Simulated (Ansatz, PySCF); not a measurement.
Process, species as SMILES: C=CF [fluoroethene] -> [CH]=C (C2H3) + F atom (the C-F bond breaks)

Wanted: bond dissociation energy (electronic), in kcal/mol. Terms: open shells spin-unrestricted; non-relativistic; 6-311+G** with 5d; valence correlation only; LANL2DZ all-electron up to Ne; no dispersion term unless named; spin-orbit terms left out; 6-31G* and kin with 6d, 5d where marked. First-principles rows: single points at B3LYP-D3(BJ) geometries (Ansatz, an electronic-structure program). A UHF reference is markedly spin-contaminated in at least one set, which strains HF and MP2.

| level | program | bond dissociation energy (electronic) (kcal/mol) |
|---|---|---|
| SVWN5/6-31G* | Ansatz | 159.9 |
| PBE/STO-3G | Ansatz | 142.8 |
| PBE/3-21G | Ansatz | 132.9 |
| PBE/6-31G* | Ansatz | 135.6 |
| BP86/def2-SVP | PySCF | 134.1 |
| B3LYP/LANL2DZ | Ansatz | 111.8 |
| B3LYP/6-31G | Ansatz | 114.8 |
| B3LYP/6-31G* | Ansatz | 127.3 |
| B3LYP/6-31+G* | Ansatz | 123.6 |
| B3LYP/cc-pVDZ | Ansatz | 124.5 |
| MP2/3-21G | Ansatz | 115.5 |
| MP2/6-31G* | Ansatz | 133.1 |
| MP2/6-311+G** | Ansatz | 130.6 |
| B2PLYP-D3(BJ)/def2-TZVPD | Ansatz + dftd3 | 126.2 |

No value to compare with is used here. The 13 habitual levels span 111.8 (B3LYP/LANL2DZ) to 159.9 kcal/mol (SVWN5/6-31G*); B2PLYP-D3(BJ)/def2-TZVPD gives 126.2.

The levels are drawn from those run, B3LYP/6-31G* more often than the rest, none by its result; runs whose electronic state is in doubt are left out.
